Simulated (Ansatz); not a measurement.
ZnS: computed properties

Computed with DFT r2SCAN, scalar-relativistic, plane waves, PAW (Ansatz).

Plane waves to 500 eV, a k mesh through Γ of 6×6×1 on the computed 16-atom cell and Gaussian smearing (0.02 eV); no spin polarisation.

The structure is relaxed at this level of theory with its symmetry kept.

```
Zn S
1.0
     3.80992    0.00000    0.00000
    -1.90496    3.29948    0.00000
     0.00000    0.00000   24.90906
Zn S
8 8
Direct
  0.00000 0.00000 0.00003
  0.00000 0.00000 0.50003
  0.33333 0.66667 0.12494
  0.66667 0.33333 0.62494
  0.33333 0.66667 0.37515
  0.66667 0.33333 0.87515
  0.33333 0.66667 0.75004
  0.66667 0.33333 0.25004
  0.00000 0.00000 0.09373
  0.00000 0.00000 0.59373
  0.33333 0.66667 0.21862
  0.66667 0.33333 0.71862
  0.33333 0.66667 0.46881
  0.66667 0.33333 0.96881
  0.33333 0.66667 0.84388
  0.66667 0.33333 0.34388
```

Question: Formation energy from the elements' standard states (uncorrected)?

Answer: -0.981 eV/atom.

Question: Generalised Kohn–Sham band gap?

Answer: 2.72 eV, direct at Γ.

Question: Löwdin character of the top 1 eV of the valence band?

Answer: S 3p 87 %, Zn 3d 9 %.

Question: Löwdin character of the lowest 1 eV of the conduction band?

Answer: Zn 4s 57 %, S 3s 26 %, S 3p 13 %, unprojected 5 %.

Question: Electron masses at the edge by Cartesian direction of the standard setting (m_e; degenerate bands sorted by energy; no spin-orbit coupling)?

Answer: x: 0.20; y: 0.20; z: 0.19.

Question: Hole masses at the edge by Cartesian direction of the standard setting (m_e; degenerate bands sorted by energy; no spin-orbit coupling)?

Answer: x: 1.6, 0.19, 1.4; y: 1.6, 0.19, 1.4; z: 1.5, 1.5, 0.16.

Question: Bulk modulus?

Answer: 79 GPa.

Question: Its pressure derivative?

Answer: 4.3.

Cost: 11 runs of about 47 core-minutes in all, on Intel Xeon Processor @ 2.50GHz (Skylake/Cascade Lake) (shared hosts).